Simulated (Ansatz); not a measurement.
# AlH3− (doublet): wave-function methods side by side, aug-cc-pVTZ

One table from this session's results is given with a row withheld; the runs are named, their logs left out.

The runs use Ansatz 0.2.0, Gaussian basis; aug-cc-pVTZ, core rule «outside noble gas», up to 5 orbitals frozen.

Plan: UHF; CCSD(T) on ROHF; CCSD(T) on UHF; BCCD(T) on ROHF; CCSDT(Q) on ROHF; CCSDT(Q) on UHF; CASSCF and NEVPT2, 7 electrons in 7 orbitals.

4 further runs of the same task are left out: 2 for a known fault of the program, 2 set aside as unsound or not needed.

## The system

The geometry is a PBE0/def2-TZVPD stationary point (not a proven minimum).

4 atoms, charge -1, spin multiplicity 2.

Atoms are counted from 1 here; the program's logs count them from 0.

Bond lengths: Al1–H2 1.640 Å, Al1–H3 1.640 Å, Al1–H4 1.640 Å. Angles: H2–Al1–H3 110.9°, H2–Al1–H4 110.9°, H3–Al1–H4 110.9°.

As a file:

```xyz
4

Al    0.00009   -0.00012   -0.05093
H     1.55916    0.01274    0.45717
H    -0.79091    1.34613    0.45005
H    -0.77063   -1.35579    0.45619
```

The first run:

File in.yaml:

```yaml
crystal:
  periodic: [false, false, false]
  atoms:
    - {symbol: Al, position_ang: [0.000089, -0.000115, -0.050932]}
    - {symbol: H, position_ang: [1.559162, 0.012743, 0.457166]}
    - {symbol: H, position_ang: [-0.790913, 1.346129, 0.450047]}
    - {symbol: H, position_ang: [-0.770631, -1.355790, 0.456190]}
basis:
  gaussian: {orbitals: aug-cc-pVTZ}
total_charge: -1
magnetization: {spin_polarized: true, initial_magnetization: 1}
hamiltonian: {xc: hf}
output: {orbitals: {seedname: orbitals}}
```

Command:

```bash
$ ansatz run in.yaml --threads 1 --pin off --events-out ev --progress --plain --max-ram 4096MiB --backend cpu
```

Among the steps run: UHF; CCSD(T) on ROHF; CCSD(T) on UHF; BCCD(T) on ROHF; CCSDT(Q) on ROHF; CCSDT(Q) on UHF; CASSCF and NEVPT2, 7 electrons in 7 orbitals.

One table of the session follows, with a row left open; its other results are not shown here.

| method | from UCCSDT(Q) (kcal/mol) |
| --- | --- |
| ROHF | +85.98 |
| UHF | +85.48 |
| RMP2 | +18.50 |
| UMP2 | +18.41 |
| RCCSD | +2.51 |
| UCCSD | +2.49 |
| RCCSD(T) | +0.57 |
| UCCSD(T) | +0.56 |
| BCCD(T) | ? |
| RCCSDT | +0.06 |
| UCCSDT | +0.05 |
| RCCSDT(Q) | +0.01 |
| UCCSDT(Q) | 0 |
| CASSCF valence | +60.68 |
| NEVPT2 valence | +20.70 |

**Question.** Estimate the row for BCCD(T).

The run gave: from UCCSDT(Q) (kcal/mol): +0.55. In the column «from UCCSDT(Q) (kcal/mol)» it lies between RCCSDT (+0.06) and UCCSD(T) (+0.56).

To keep in mind: Restricted and unrestricted rows rest on different reference determinants; where their highest levels disagree by more than a few hundredths of an eV, they describe different states and don't form one ladder.
